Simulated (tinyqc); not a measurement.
Inside a calculation. Method: UKS/LDA (VWN5) in the sto-6g basis, for NH, spin multiplicity 3. Computed by tinyqc, a small Python program that keeps every step (integrals from PySCF). Settings: charge = 0, multiplicity = 3, basis = sto-6g, energy threshold = 1e-08, iteration cap = 66, orthogonalisation = symmetric, start = atomic densities, DIIS depth = 0, method = UKS, functional = lda,vwn, grid = [40, 50]. Command: `OMP_NUM_THREADS=1 python tinyqc.py 21664 21665 out.jsonl` (the two numbers bound the seeds that draw the settings). One thread of a shared host (Intel(R) Xeon(R) Processor @ 2.60GHz), about 2 s of CPU time with the checks.

Geometry (angstrom):
```
atom         x         y         z
N     0.000000  0.000000  0.000000
H     0.000000  0.000000  1.817000
```

Stop when the energy changes by less than 1e-08 hartree and every element of the error matrix X^T (F D S - S D F) X (for each spin) is below 3e-05.

Course of the cycle:
```
iteration   E (hartree)     change  largest element of the error matrix
1          -54.51407905          -                             1.41e-01
2          -54.42556115   8.85e-02                             3.84e-02
3          -54.41050520   1.51e-02                             1.08e-01
4          -54.25890964   1.52e-01                             2.56e-01
5          -53.94697601   3.12e-01                             2.47e-01
6          -53.96519429  -1.82e-02                             1.76e-01
7          -53.89906865   6.61e-02                             2.09e-01
8          -53.96228679  -6.32e-02                             1.73e-01
9          -53.89956436   6.27e-02                             2.09e-01
10         -53.96231555  -6.28e-02                             1.73e-01
11         -53.89955911   6.28e-02                             2.09e-01
12         -53.96231525  -6.28e-02                             1.73e-01
13         -53.89955916   6.28e-02                             2.09e-01
14         -53.96231526  -6.28e-02                             1.73e-01
...                 ...        ...                                  ...
53         -53.89955916   6.28e-02                             2.09e-01
54         -53.96231526  -6.28e-02                             1.73e-01
55         -53.89955916   6.28e-02                             2.09e-01
56         -53.96231526  -6.28e-02                             1.73e-01
57         -53.89955916   6.28e-02                             2.09e-01
58         -53.96231526  -6.28e-02                             1.73e-01
59         -53.89955916   6.28e-02                             2.09e-01
60         -53.96231526  -6.28e-02                             1.73e-01
61         -53.89955916   6.28e-02                             2.09e-01
62         -53.96231526  -6.28e-02                             1.73e-01
63         -53.89955916   6.28e-02                             2.09e-01
64         -53.96231526  -6.28e-02                             1.73e-01
65         -53.89955916   6.28e-02                             2.09e-01
66         -53.96231526  -6.28e-02                             1.73e-01
```

Can the last value be used, and what does the course show?

Not by the stop rule. Not converged within the cap of 66 iterations: the residual has stopped falling: the iteration swings between two states. Reruns (cap 100 unless said): DIIS 8: converged in 10; damping 0.5: not converged; level shift 0.5: converged in 50; atomic densities as start, DIIS 8: converged in 10; the original settings with a cap of 400: not converged. PySCF UKS in the same basis, fine grid, after a stability check = -54.43500169 hartree, which differs from a converged run on this coarse grid by the grid error.
